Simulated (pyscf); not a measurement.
H₃C–CH₂–O–Ge(OH)(OH)–OH -> H₃C–Ge(OH)(OH)–OH + formaldehyde (H₂C=O), gas phase, singlet surface. Optimised with ωB97X-D3(BJ)/def2-SVP in PySCF. ΔG in kcal/mol from ωB97M-D3(BJ)/def2-TZVP energies (ideal gas, 1 atm, RRHO with modes under 100 cm⁻¹ raised to 100, one conformer, R ln 2 for chiral ones without a mode under 150 cm⁻¹).

```csv
T (K),ΔG
298,+11.2
600,-1.4
900,?
1200,-25.7
```

Fit a line to the three values, predict ΔG at 900 K, and estimate where the reaction turns favourable at 1 atm of each gas.

Least squares gives ΔG = +23.3 − 40.9 × T/1000 K, so ΔS is about +171 J/(mol K) and ΔH about +23.3 kcal/mol over this range (ΔH at 298 K: +23.6). At 900 K the line gives -13.5; the computed value is -13.7. ΔG = 0 falls near 570 K; 1 kcal/mol in the energy moves that by 24 K. This is thermodynamics alone and says nothing of the barrier. Elements up to Kr have no core potential and no relativistic terms here.
